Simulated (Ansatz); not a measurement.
# Basis-set limit of CHBSi, singlet

```xyz
4

C     0.0000    0.0000    0.8627
B     0.0000    0.0000   -0.4752
Si    0.0000    0.0000   -2.3227
H     0.0000    0.0000    1.9352
```

Connectivity, by distances: CH–B–Si.

Ansatz 0.2.0, RHF determinant, valence electrons correlated. Energies in eV.

| set | X | functions | Hartree–Fock | MP2 correlation | CCSD(T) correlation | time |
| --- | --- | --- | --- | --- | --- | --- |
| def2-TZVPP | 3 | 118 | -9575.6983 | -9.9257 | -11.0556 | 15 s on 1 thread of Arm Neoverse V2, with other jobs on the host |
| def2-QZVPP | 4 | 214 | -9575.9787 | -10.4943 | -11.5182 | 75 s on 1 thread of Arm Neoverse V2 (shared host) |

Hartree–Fock is taken to follow E(X) = E∞ + A·exp(−7.88·√X), correlation E(X) = E∞ + B·X^−2.97.

Cautions: higher spins were not checked; raised T1 diagnostic; restricted determinant unstable towards unrestricted.

Question: Work out the CCSD(T) energy at the limit, and how far the shortcut misses it that extrapolates MP2 and adds CCSD(T) minus MP2 from the smaller set.

Answer: Hartree–Fock: E∞ = E4 + 0.1377·(E4 − E3) = -9576.0174. Correlation: E∞ = E4 + 0.7407·(E4 − E3) = -11.8609 for CCSD(T) and -10.9155 for MP2. The limit is -9587.8782 eV, 0.381 eV below def2-QZVPP. The shortcut gives a correlation energy of -10.9155 + (-1.1299) = -12.0454, 185 meV lower than the direct value.

Past Ne part of the Hartree–Fock step between the two sets comes from the cores, which don't follow the formula, so the 39 meV that it adds to the total can overshoot; that part largely cancels in differences.
